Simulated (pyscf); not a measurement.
A first-order saddle from PySCF, ωB97X-D3(BJ)/def2-SVP:

```xyz
9

As     1.0964     0.9423    -1.0080
Ga     0.0388    -0.0050     0.9096
H      1.4134     2.2254    -0.2543
H     -0.2300     1.4727    -1.5227
H     -0.7308    -1.6047     0.3736
H      0.5978    -0.2147     2.3538
O     -1.9169     0.2001     0.8958
H     -1.4948    -1.0017     0.5804
H     -2.3562     0.2412     1.7557
```

Surface: singlet, charge 0. Lowest wavenumbers (cm⁻¹): 1304i, 80, 118, 249, 284.

Question: Name the species on either side of this saddle.

Answer: H₂Ga–AsH₂ (SMILES [GaH2][AsH2]) + H₂O (SMILES O) <-> HO–GaH–AsH₂ (SMILES [OH][GaH][AsH2]) + H₂ (SMILES [H][H]), a four-centre exchange read from left to right: Ga–H, H–O broken and Ga–O, H–H formed. At ωB97M-D3(BJ)/def2-TZVP it lies +47.8 kJ/mol from the left side and +96.2 kJ/mol from the right (each side as separated species at their lowest minima found). On the reactant side the descent ends in an adduct with a Ga–O contact, 62.7 kJ/mol under the separated species and 104.5 kJ/mol under the saddle at ωB97X-D3(BJ)/def2-TZVP. What is counted as formed (Ga–O) is already present as a longer contact in the reactant adduct; forming that adduct is a step of its own. At the saddle there is also a short Ga–H contact that neither side keeps. This is the saddle that the search found; another between the same sides may lie lower. Elements up to Kr have no core potential and no relativistic terms here.
